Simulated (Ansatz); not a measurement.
**NaCl+ (doublet): energies up the ladder**

Wanted for NaCl+ (doublet): energies up the ladder. Charge +1. Spin multiplicity 2.

Method: the levels named in each step, in Ansatz 0.2.0.

### 1 The structure to begin with

Bond lengths: Na1–Cl2 2.245 Å.

Structure file:

```xyz
2

Na    0.0000    0.0000    0.0000
Cl    0.0000    0.0000    2.2448
```

### 2 A rough first relaxation, PBE-D4/def2-SVP

File input.yaml:

```yaml
crystal:
  periodic: [false, false, false]
  atoms:
    - { symbol: Na, position_ang: [0.0, 0.0, 0.0] }
    - { symbol: Cl, position_ang: [0.0, 0.0, 2.24482] }
magnetization:
  spin_polarized: true
  initial_magnetization: 1
total_charge: 1
basis:
  gaussian: { orbitals: def2-SVP }
hamiltonian:
  xc: pbe
  dispersion: d4
relax:
  f_tol: 0.03
  max_steps: 200
```

The run is started by

```bash
> ansatz run input.yaml --threads 2 --pin off --max-ram 5120MiB --backend cpu --events-out ev --progress --plain --runs-dir out
```

The runs that follow: Relaxation, PBE0-D4/def2-TZVPP; Frequencies, PBE0-D4/def2-TZVPP; Single point, PBE-D4/def2-TZVPP; Single point, r2SCAN-D4/def2-TZVPP; Single point, B3LYP-D4/def2-TZVPP; Single point, wB97M-V/def2-TZVPP; Single point, B2PLYP/def2-TZVPP; Single point, LDA/def2-TZVPP; Single point, PBE0-D4/def2-SVP; Single point, PBE-D4/def2-SVP; Single point, CCSD(T)/def2-TZVPP; Single point, CCSD(T)/def2-QZVPP.

What does the calculation give? Wanted: Na1–Cl2 at PBE0-D4/def2-TZVPP; frequencies at PBE0-D4/def2-TZVPP; energy at CCSD(T)/CBS.

As calculated:

| quantity | value |
| --- | --- |
| Na1–Cl2 at PBE0-D4/def2-TZVPP | 2.815 Å |
| frequencies at PBE0-D4/def2-TZVPP | 147 cm⁻¹ |
| energy at CCSD(T)/CBS | -16914.889 eV |

**Reading.** No mode is imaginary, so the geometry is a minimum. These totals serve in differences with atoms or fragments at the same level; alone they don't rank the methods.
